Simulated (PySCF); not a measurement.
Job file and geometry (Å, from PBE0-D3(BJ)/def2-SVP) of an NMR shielding run on SMILES O=[P+]=O, [O2P]+, PySCF 2.14.0, density-fitted response routines, GIAO PBE/pcSseg-2 NMR shielding, non-relativistic, gas phase; density fitting, a coarse starting grid and PySCF grid level 2 are the driver's defaults:

```
$ OMP_NUM_THREADS=1 python probes_run.py task.json out

{"job": {"kind": "nmr", "xc": "PBE", "basis": "pcSseg-2", "pop": false}, "charge": 1, "multiplicity": 1}
O     -1.300174     0.545509     0.025400
P      0.056056     0.053112     0.022287
O      1.412064    -0.439949     0.019150
```

Q: Write the output of this run.

A: 
```
coarse grid: 3800 points
cycle   1  E = -490.8861899997  dE =  1.206e+00  |g| = 1.209e+00  |ddm| = 2.011e+00
cycle   2  E = -488.5463982316  dE =  2.340e+00  |g| = 3.492e+00  |ddm| = 2.900e+00
cycle   3  E = -491.1951140981  dE = -2.649e+00  |g| = 6.378e-02  |ddm| = 2.188e+00
cycle   4  E = -491.1947441075  dE =  3.700e-04  |g| = 6.273e-02  |ddm| = 5.655e-02
cycle   5  E = -491.1955612412  dE = -8.171e-04  |g| = 1.391e-02  |ddm| = 3.814e-02
cycle   6  E = -491.1955885196  dE = -2.728e-05  |g| = 6.547e-03  |ddm| = 7.115e-03
cycle   7  E = -491.1955937389  dE = -5.219e-06  |g| = 4.053e-03  |ddm| = 4.510e-03
cycle   8  E = -491.1955969405  dE = -3.202e-06  |g| = 5.285e-04  |ddm| = 1.956e-03
final grid: 34344 points
cycle   9  E = -491.1932551986  dE =  6.335e-06  |g| = 1.390e-02  |ddm| = 1.332e-02
cycle  10  E = -491.1929353330  dE =  3.199e-04  |g| = 4.349e-02  |ddm| = 2.847e-02
cycle  11  E = -491.1932884049  dE = -3.531e-04  |g| = 1.929e-03  |ddm| = 2.353e-02
cycle  12  E = -491.1932886637  dE = -2.588e-07  |g| = 1.589e-03  |ddm| = 1.644e-03
cycle  13  E = -491.1932891634  dE = -4.998e-07  |g| = 2.054e-04  |ddm| = 7.826e-04
cycle  14  E = -491.1932891719  dE = -8.459e-09  |g| = 1.306e-05  |ddm| = 1.039e-04
cycle  15  E = -491.1932891719  dE = -2.819e-11  |g| = 2.506e-06  |ddm| = 6.859e-06
converged SCF energy = -491.1932891719

GIAO shielding tensors (ppm)
atom      isotropic    diamagn.    paramagn.     s11        s22        s33       span
  0 O       82.490     384.856    -302.366    -83.357    -83.353    414.179    497.536
  1 P      227.514     966.678    -739.165   -142.116   -142.111    966.768   1108.884
  2 O       82.486     384.856    -302.370    -83.363    -83.359    414.179    497.542
```

Q: Turn these shieldings into chemical shifts. Referencing at the same level of theory: ¹⁷O (327.88 ppm) against H2O; ³¹P (281.80 ppm) vs H3PO4.

A: Averaging equivalent atoms: O 0/2: 245.4; P 1: 54.3 ppm. Experimental scales use liquid or dissolved standards, which lie at an offset from isolated H2O (liquid H2O: subtract about 36 ppm) and H3PO4.

Size and cost of the density-fitted run: 115 basis functions, 3.7 s wall time on 1 thread of an Arm Neoverse V1, shared host; peak memory 0.38 GiB.
